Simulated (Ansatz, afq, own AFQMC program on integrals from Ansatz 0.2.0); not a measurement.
Integrals from Ansatz 0.2.0, then the random walk in our own AFQMC program (afq).

```yaml
crystal:
  periodic: [false, false, false]
  atoms:
    - {symbol: C, position_ang: [0.000000, -0.003563, 0.618603]}
    - {symbol: C, position_ang: [0.000000, 0.000870, -0.669682]}
    - {symbol: H, position_ang: [0.000000, -0.885503, 0.972510]}
    - {symbol: H, position_ang: [0.762297, 0.450863, 0.975234]}
    - {symbol: H, position_ang: [-0.762297, 0.450863, 0.975234]}
    - {symbol: H, position_ang: [0.000000, -0.798741, -1.167782]}
    - {symbol: H, position_ang: [0.000000, 0.814611, -1.146542]}
basis:
  gaussian: {orbitals: 6-31G}
magnetization: {spin_polarized: true, initial_magnetization: 1}
correlation: {method: ccsd_t, electrons: outside_noble_gas, hamiltonian_folder: ham}
```

```sh
$ ansatz run in.yaml --threads 1 --pin off --events-out ev --progress --plain --max-ram 1382MiB
```

afq runs on the folder ham with

```
--method free --trial cisd --walkers 60 --time-step 0.03 --max-blocks 80 --target-error 0.00043 --factor-cut 1e-05 --seed 7096 --times 0,0.21,0.42,0.81,1.2,1.8,2.4,3 --taylor-order 8
```

Times are imaginary, in 1/Eh. The walk had a cap of 542 s.

afq prints:

```
orbitals 26  electrons 7 6  factors 198 of 414
reference energy -78.44926930 Eh
CCSD correlation -0.17464150 Eh in 9 cycles, weight of the determinant in the CISD state 0.9328
repeat  energy at the last time / Eh  error
    10  -78.626699  0.000435
    20  -78.626458  0.000403
    30  -78.626191  0.000302
time / (1/Eh)  energy / Eh  error  mean overlap
  0.00  -78.624075  0.000142  1.0734
  0.21  -78.625427  0.000190  1.0857
  0.42  -78.626168  0.000236  1.0908
  0.81  -78.626511  0.000176  1.0913
  1.20  -78.626725  0.000215  1.0812
  1.80  -78.626802  0.000224  1.0665
  2.40  -78.627089  0.000282  1.0592
  3.00  -78.626214  0.000295  1.0915
energy -78.626214 +/- 0.000295 Eh
```

The run passed its tests (error under three times the target), which doesn't prove that it has relaxed.

Against this walk (error 8.0 meV) on the same determinant: CCSD(T) 6.0 meV lower (within the noise), CCSDT(Q) 18.3 meV lower. The error is statistical, and a free projection of finite length keeps a remainder of its start. The last points scatter (meV from the last: -8 ± 5 at 0.81, -14 ± 6 at 1.20, -16 ± 6 at 1.80, -24 ± 8 at 2.40, 0 ± 8 at 3.00); the last is the one printed as the energy, and the gaps above move with that scatter.

Cautions: remainder of the start not in the error.

The walk took 38 s on 1 thread of Arm Neoverse V2, with other jobs on the host. The log's last line is the free-projection energy.

CCSDT and higher add their correlation energy to the determinant of the CCSD(T) run, since their own runs factorise the integrals more tightly (a shift of under 2 meV). A walk keeps the symmetry of its determinant, which the program's search chose and which needn't be the lowest solution, so a lower state of the same spin and another symmetry isn't excluded.
